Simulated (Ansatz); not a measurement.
System: trichloroborane, BCl$_{3}$ (charge 0, singlet). 
Structure (B3LYP-D3(BJ)/def2-TZVP (Ansatz, a program for electronic structure) minimum search):
```xyz
4

B      0.0000     0.0000     0.0000
Cl     0.0051     1.7450    -0.0247
Cl     1.5085    -0.8773    -0.0189
Cl    -1.5136    -0.8677     0.0437
```
Charge 0, spin multiplicity 1.

Wanted: vertical triplet-singlet gap (E(triplet) - E(singlet); each state is the SCF solution reached for its spin; the molecule has degenerate orbitals, so one determinant may break the symmetry; for the triplet the Hartree-Fock reference is unstable and T1 is 0.014), in eV. Correlated levels leave the core frozen unless marked. UHF or UKS for open shells. Spin-orbit coupling is left out. Non-relativistic.  The program attaches cautions to a run behind CCSD(T)/aug-cc-pV(D+d)Z: other roots. The program attaches cautions to a run behind CCSD(T)/aug-cc-pV(T+d)Z: other roots.

| level | program | vertical triplet-singlet gap (eV) |
|---|---|---|
| HF/aug-cc-pV(Q+d)Z | Ansatz | 6.08 |
| RI-HF/aug-cc-pV(T+d)Z | Ansatz | 6.09 |
| PBE/def2-TZVPD | Ansatz | 4.97 |
| CAM-B3LYP/def2-TZVPD | Ansatz | 5.69 |
| wB97M-V/def2-TZVPD | Ansatz | 5.99 |
| wB97X-V/def2-TZVPD | Ansatz | 6.00 |
| RI-MP2/aug-cc-pV(Q+d)Z | Ansatz | 6.70 |
| CCSD(T)/aug-cc-pV(D+d)Z | Ansatz | 6.10 |
| CCSD(T)/aug-cc-pV(T+d)Z | Ansatz | 6.06 |
